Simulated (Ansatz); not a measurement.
System: C2H6S, charge 1, doublet. C2H6S+ (parent SMILES CCS, doublet).
B3LYP-D3(BJ)/def2-TZVP minimum from Ansatz (a first-principles code):
```
C
H 1 1.0896
H 1 1.0985 2 109.11
C 1 1.5411 2 113.35 3 123.78
H 4 1.0881 1 111.46 2 58.89
H 4 1.0892 5 109.81 1 -124.54
H 4 1.0912 5 108.70 6 -118.45
S 1 1.7915 2 105.21 3 -113.11
H 8 1.3576 1 97.97 2 179.60
```
Charge +1, spin multiplicity 2.

Total energies in cc-pV(D+d)Z, 19 correlated electrons, 7 frozen orbitals. Radicals and triplets start from unrestricted determinants; spin-orbit coupling is neglected. Correlated methods leave the cores frozen. No relativity. The spin of C2H6S+ (parent SMILES CCS, doublet) was assumed, and the state is the lowest solution found for it.

| method | program | energy (Eh) | minus CCSDT(Q) (mEh) |
|---|---|---|---|
| HF | Ansatz | -476.46890 | 467.62 |
| MP2 | Ansatz | -476.86949 | 67.04 |
| CCSD | Ansatz | -476.92142 | 15.10 |
| CCSD(T) | Ansatz | -476.93461 | 1.92 |
| CCSDT(Q) | Ansatz | -476.93653 | 0.00 |

Rough core times of Ansatz's runs on a shared machine: CCSD(T) 20 s, CCSDT(Q) 60 min.
